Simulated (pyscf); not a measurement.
`[F][Au]` + `[OH2]` -> `[OH][Au]` + `[FH]`, a four-centre exchange (singlet surface; Au–F, H–O broken, Au–O, F–H formed). Single points on ωB97X-D3(BJ)/def2-SVP structures (PySCF, gas phase). Correlated levels are frozen-core, on RHF or UHF. ΔMP2 is the change of the MP2 total energy from the triple- to the quadruple-zeta basis. Energies in kcal/mol from the separated reactants.

Small-basis levels: PySCF, no dispersion term, spherical d functions. AM1 to PM7: differences of heats of formation from MOPAC, which are fitted to 298 K values and so differ in kind from electronic energies by zero-point and thermal terms. Cost: rough CPU time at the saddle relative to B3LYP/6-31G*+LANL2DZ, from one job on a shared machine.

| level | barrier | reaction energy | cost |
|---|---|---|---|
| MP2/6-31G*+LANL2DZ | -6.3 | +1.8 | 0.2 |
| BP86/6-31G*+LANL2DZ | -7.7 | -0.4 | 2 |
| PBE/6-31G*+LANL2DZ | -9.1 | +0.2 | 1 |
| B3LYP/LANL2DZ | -7.1 | +1.2 | 0.9 |
| B3LYP/6-31G*+LANL2DZ | -5.5 | +1.5 | 1 |
| B3LYP/6-311+G**+LANL2DZ | -0.2 | -1.4 | 1 |
| B3LYP/def2-SVP | -2.5 | +0.3 | 1 |
| PM6 | 10.0 | +3.5 | under 0.02 |
| PM7 | -1.4 | -6.2 | under 0.02 |
| CCSD(T)/def2-TZVPP + ΔMP2(QZVPP) | 1.4 | -2.8 | – |

Against the last row the barrier runs from -10.5 (PBE/6-31G*+LANL2DZ) to +8.5 kcal/mol (PM6). At MP2/6-31G*+LANL2DZ, BP86/6-31G*+LANL2DZ, PBE/6-31G*+LANL2DZ, B3LYP/LANL2DZ, B3LYP/6-31G*+LANL2DZ, B3LYP/6-311+G**+LANL2DZ, B3LYP/def2-SVP, PM7 this geometry lies under one side, so the entry may be no barrier of that level: it is a single point on another level's saddle. CCSD(T)/def2-TZVPP + ΔMP2(QZVPP) has limits of its own. On the reactant side the descent ends in a bound adduct, 9.2 kcal/mol under the separated species and 7.1 kcal/mol under the saddle at ωB97X-D3(BJ)/def2-TZVP. On the product side the descent ends in a bound adduct, 13.3 kcal/mol under the separated species and 10.0 kcal/mol under the saddle at ωB97X-D3(BJ)/def2-TZVP. At ωB97X-D3(BJ)/def2-TZVP the barrier from the zero used here is -2.1 kcal/mol. One saddle was located; it need not be the lowest between these sides. The CCSD(T) − MP2 part came from Ansatz, without density fitting, on the same reference. The frozen core leaves the outer d or s,p core shells of the metals and heavy elements correlated in the MP2 and CC values, and def2-TZVPP describes them poorly, which can shift differences by a few kcal/mol. In the def2 sets elements past Kr carry core potentials, without spin-orbit coupling.
